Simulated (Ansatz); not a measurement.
**SiNH2 (quartet): the correlation ladder, def2-TZVPP**

The task here is to estimate one member of a computed series from the others.

Computed with Ansatz 0.2.0, Gaussian basis. Level: def2-TZVPP, core rule «outside noble gas», up to 6 orbitals frozen.

To be run: UHF; ROHF; CCSD(T) on UHF.

2 further runs of the same task are left out: 2 set aside as unsound or not needed.

### The system

The geometry is a PBE0/def2-TZVP stationary point (not a proven minimum) of the parent state, kept for this charge and spin.

4 atoms, charge 0, spin multiplicity 4.

Atoms are counted from 1 here; the program's logs count them from 0.

Bond lengths: Si1–N2 1.638 Å, Si1–H3 1.482 Å, Si1–H4 1.482 Å. Angles: N2–Si1–H3 122.4°, N2–Si1–H4 122.4°, H3–Si1–H4 115.2°.

The first run:

File in.yaml:

```yaml
crystal:
  periodic: [false, false, false]
  atoms:
    - {symbol: Si, position_ang: [0.000000, 0.000000, 0.483733]}
    - {symbol: N, position_ang: [0.000000, 0.000000, -1.153819]}
    - {symbol: H, position_ang: [0.000000, 1.251593, 1.277509]}
    - {symbol: H, position_ang: [0.000000, -1.251594, 1.277509]}
basis:
  gaussian: {orbitals: def2-TZVPP}
magnetization: {spin_polarized: true, initial_magnetization: 3}
hamiltonian: {xc: hf}
output: {orbitals: {seedname: orbitals}}
```

On the command line:

```console
$ ansatz run in.yaml --threads 1 --pin off --events-out ev --progress --plain --max-ram 2816MiB --backend cpu
```

Among the steps run: UHF; ROHF; CCSD(T) on UHF.

One table of the session follows, with a row left open; its other results are not shown here.

```
  method  from UCCSD(T) (meV)
    ROHF              +7750.2
     UHF              +7473.6
    UMP2                    ?
   UCCSD               +232.0
UCCSD(T)                    0
```

**Question.** Estimate the row for UMP2.

**Answer.** from UCCSD(T) (meV): +1248.2. In the column «from UCCSD(T) (meV)» it lies between UCCSD (+232.0) and UHF (+7473.6).
